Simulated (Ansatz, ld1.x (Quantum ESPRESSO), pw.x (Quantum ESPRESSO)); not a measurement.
## P (Z = 15): one change to the RRKJ potential, in the atom and in the sc crystal

ld1.x (Quantum ESPRESSO) 7.5 input, shortened:

```
&input
   title='P', zed=15., rel=1, dft='PBESOL', iswitch=3,
   config='[Ne] 3s2 3p3 3d-2'
 /
 &inputp
   pseudotype=2, tm=.false., rho0=0.02, lloc=-2, rcloc=1.60,
   nlcc=.false.
 /
3
3S  1  0   2.00   0.00  1.50  1.50  0.0
3P  2  1   3.00   0.00  1.70  1.70  0.0
3D  3  2  -2.00   0.05  1.85  1.85  0.0
 &test
   configts(1)='3s2 3p3'
 /
```

Change: local potential all-electron potential smoothed inside 1.98 bohr (lloc = -2).

Cutoffs, loose and tight: the cutoffs (Ry, on a coarse ladder) from which the occupation-weighted sum of valence levels, in a spherical-Bessel basis at the reference potential, stays within 10 and 1 mRy of its value at 400 Ry. They do not see the model core or the augmentation charge, which bear on the density cutoff. Test errors are all-electron minus pseudo excitation energies from the reference, over the configurations 3s2 3p2; 3s2 3p1; 3s2 3p0; 3s2 3p2.5; 3s0 3p5; 3s2 3p3.3; 3s1 3p0; variants that change the core or the reference have their own tests.

Crystal test: sc P in pw.x 7.5, no spin, 13³ k-points, Fermi–Dirac smearing 0.01 Ry, cutoffs set for each file from its atomic test. The reference is all-electron LAPW (Ansatz 0.2.0) with the same functional, mesh and smearing; V0 and B0 come from Birch–Murnaghan fits to the pressures at five volumes. Errors are pseudo minus all-electron; Δ is the rms difference of the E(V) curves that follow from these fits, minima aligned, over ±6 % about the mean V0. Mesh and smearing are coarse, so the numbers serve the comparison and aren't converged zero-temperature values; the lattice is a test structure that the element need not adopt.

All-electron: a0 = 2.423 Å (V0 = 14.23 Å³/atom), B0 = 126.4 GPa.

Does the change bring the crystal closer to the all-electron result?

The mean pressure error goes from -0.24 to -0.46 GPa, so the change moves the solid further from the all-electron pressures. At 80 % of its cutoff the pressure of the base moves by -0.53 GPa. At 80 % of its cutoff the pressure of the changed file moves by -0.55 GPa.

```csv
quantity,base,changed
outcome (atom),generated,generated
"cutoff, loose (atom)",45 Ry,45 Ry
"cutoff, tight (atom)",70 Ry,70 Ry
bound ghosts (atom),none,none
largest test error (meV) (atom),+279,+243
cutoffs in pw.x (Ry),85/340,85/340
a0 (Å),2.422,2.420
a0 error (%),-0.07,-0.12
B0 error (%),+0.0,+0.2
Δ (meV/atom),0.8,1.4
mean pressure error (GPa),-0.24,-0.46
```

 The atomic cutoffs weigh occupied waves only.
